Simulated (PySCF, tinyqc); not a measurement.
Ways to converge the cycle: SCF convergence aids in the sto-3g basis, for CH+, spin multiplicity 1. Computed by the program tinyqc with PySCF. RHF with one setting changed at a time; a run stops when the energy changes by less than 1e-09 hartree and the error matrix is below 1e-5. The start is the core Hamiltonian. Damping d keeps d of the old density; a shift (hartree) raises the virtual levels; DIIS n extrapolates F over n matrices.

Geometry (angstrom):
```
atom,x,y,z
C,0.0000,0.0000,0.0000
H,0.0000,0.0000,1.1120
```

lowest restricted solution found by these runs and by PySCF = -37.452535 hartree

Largest element of the error matrix X^T (FDS - SDF) X:
```
iteration,plain,damping 0.3,damping 0.6,shift 0.4,DIIS 3,DIIS 8
1,6.6e-01,6.6e-01,6.6e-01,6.6e-01,6.6e-01,6.6e-01
2,1.4e-01,3.2e-01,4.8e-01,3.6e-01,1.4e-01,1.4e-01
3,1.7e-02,1.3e-01,3.3e-01,1.3e-01,8.5e-03,8.5e-03
4,3.4e-03,5.2e-02,2.2e-01,4.6e-02,1.3e-03,1.3e-03
5,7.8e-04,2.0e-02,1.5e-01,1.6e-02,1.4e-05,1.7e-05
6,2.0e-04,7.7e-03,9.9e-02,5.5e-03,2.0e-07,4.4e-07
8,1.4e-05,1.4e-03,4.2e-02,6.9e-04,-,-
10,-,2.8e-04,1.8e-02,9.6e-05,-,-
14,-,1.3e-05,3.1e-03,-,-,-
20,-,-,2.8e-04,-,-,-
30,-,-,6.9e-06,-,-,-
```

How each run ends:
```
run,iterations,E (hartree),state
plain,9,-37.452535,lowest found
damping 0.3,19,-37.452535,lowest found
damping 0.6,40,-37.452535,lowest found
shift 0.4,13,-37.452535,lowest found
DIIS 3,6,-37.452535,lowest found
DIIS 8,6,-37.452535,lowest found
```

What does the comparison show, and why?

6 of 6 runs reach the lowest restricted solution found, in 6 to 40 iterations (fastest: DIIS 3, DIIS 8). Plain steps already contract here, so damping only slows them. DIIS 3 and DIIS 8 gain by cancelling the error over several earlier matrices, much as a quasi-Newton step does. The restricted reference is unstable here: a spin-polarised solution lies 0.0117 hartree lower (PySCF), so results built on it describe a poor reference.
